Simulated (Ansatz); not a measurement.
Start from `CSC` and change one atom or group to get `C[S][MgH]`.

Ansatz, PBE0-D4/def2-TZVP geometries, multiplicity 1. 

| property | `CSC` |
| --- | --- |
| HOMO energy (PBE/def2-TZVPP) / eV | -5.00 |
| LUMO energy (PBE0/def2-TZVPP) / eV | 1.04 |
| HOMO energy (B3LYP/def2-TZVPP) / eV | -6.01 |
| size of the dipole moment (PBE/def2-TZVPP) / D | 1.51 |
| LUMO energy (PBE/def2-TZVPP) / eV | 0.07 |
| HOMO energy (PBE0/def2-TZVPP) / eV | -6.23 |

**Question.** What does the change do to each property? (Best estimate.)

**Answer.** Ansatz gave: 
| property | `C[S][MgH]` | shift |
| --- | --- | --- |
| HOMO energy (PBE/def2-TZVPP) / eV | -5.30 | -0.30 |
| LUMO energy (PBE0/def2-TZVPP) / eV | -0.75 | -1.79 |
| HOMO energy (B3LYP/def2-TZVPP) / eV | -6.22 | -0.21 |
| size of the dipole moment (PBE/def2-TZVPP) / D | 1.23 | -0.28 |
| LUMO energy (PBE/def2-TZVPP) / eV | -1.44 | -1.51 |
| HOMO energy (PBE0/def2-TZVPP) / eV | -6.45 | -0.22 |

With PBE0 the HOMO falls by 0.22 eV and the LUMO falls by 1.79 eV, so the gap narrows by about 1.57 eV. PBE moves the HOMO by -0.30 eV and ωB97M-V by -0.17 eV. The zero-point energy changes by -84.0 kJ/mol with -6 modes. Dipoles are sizes alone; their direction can turn.

B3LYP here is the variant with VWN-RPA as its local correlation; programs differ in this.
